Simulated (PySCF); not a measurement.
Molecule: SMILES C#C[C@@H]1C[C@@H]1F, C5H5F.

Structure with atom numbers: `[CH:1]#[C:2][C@@H:3]1[CH2:4][C@@H:5]1[F:6]`. Each H is labelled by its parent atom. Ha(C4) is cis to C2 on the ring; Hb(C4) is trans to C2 on the ring.

Geometry PBE0-D3(BJ)/def2-SVP throughout; GIAO in PySCF, gas phase, one conformer, non-relativistic; equivalent atoms averaged; basis pcSseg-2.

For orientation, CAM-B3LYP gives these absolute shieldings σ: C2 94.5, C5 108.5, C4 165.7, C3 173.8, F6 418.9, H(C1) 29.69, Ha(C4) 30.29, H(C3) 30.08, Hb(C4) 30.44 ppm.

A run gave: C2 102.0, C5 109.1, C4 167.6, C3 172.9, F6 401.7, H(C1) 29.76, Ha(C4) 30.15, H(C3) 29.71, Hb(C4) 30.31 ppm (absolute shieldings σ).

Q: Which functional was used in that run?
A. PBE
B. B97-D
C. BLYP
D. wB97X-D
E. OPBE

A: E. C2 tells them apart best: OPBE gives 102.0, BLYP gives 91.0, PBE gives 94.1, B97-D gives 97.9, wB97X-D gives 97.2 ppm.
